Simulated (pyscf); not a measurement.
## Addition across a multiple bond or ene-type step: `[CH2]=[CH][C]#[N]` + `[H][H]` -> `[CH3][CH]=[C]=[NH]`

Gas phase, singlet surface, charge 0. Bonds broken: H8–H9. Bonds formed: C1–H8, N4–H9. Structures and frequencies: ωB97X-D3(BJ)/def2-SVP in PySCF.

Transition state (Å):

```xyz
9

C      0.0108     0.6358     0.0113
C     -0.6101    -0.5798     0.3911
C     -1.8751    -0.5660    -0.1412
N     -2.5114    -0.0863    -1.0353
H      1.1032     0.7130     0.0772
H     -0.5048     1.5843     0.1943
H     -0.0648    -1.5095     0.5616
H     -0.4368     0.6688    -1.4081
H     -1.3948     0.3811    -1.7053
```

One imaginary mode, 1859i cm⁻¹; descent along it reached the two sides named.

```
bond   change  reactant side (Å)  saddle  product side
-----  ------  -----------------  ------  ------------
H8–H9  breaks              0.759   1.044           4.0
C1–H8   forms                5.5   1.489         1.100
N4–H9   forms                2.7   1.384         1.025
```

Electronic energies relative to the separated reactants (kcal/mol):

```csv
level,barrier,reaction energy,reverse barrier
ωB97X-D3(BJ)/def2-TZVP,57.0,-15.4,72.3
PBE/def2-TZVP,45.4,-18.0,63.4
r²SCAN/def2-TZVP,48.3,-17.5,65.8
B3LYP-D3(BJ)/def2-TZVP,54.2,-14.0,68.2
PBE0-D3(BJ)/def2-TZVP,49.3,-20.1,69.4
M06-2X/def2-TZVP,57.3,-14.2,71.5
ωB97M-D3(BJ)/def2-TZVP,55.9,-14.3,70.2
HF/def2-TZVP,83.3,-8.5,91.8
```

With ωB97M-D3(BJ)/def2-TZVP energies and thermal terms (ideal gas, 1 atm, RRHO with modes under 100 cm⁻¹ raised to 100, one conformer, R ln 2 for chiral ones without a mode under 150 cm⁻¹), in kcal/mol:

```tsv
T (K)	ΔH‡	ΔG‡	ΔH	ΔG
298	56.4	65.5	-8.3	-0.4
600	55.1	75.4	-9.2	+7.9
900	54.8	85.6	-9.3	+16.5
1200	55.0	95.8	-9.1	+25.1
```

H₃C–CH=C=NH lies 25.7 kcal/mol over its isomer H₃C–CH₂–C≡N (electronic energy, ωB97M-D3(BJ)/def2-TZVP). This is the saddle that the search found; another between the same sides may lie lower.
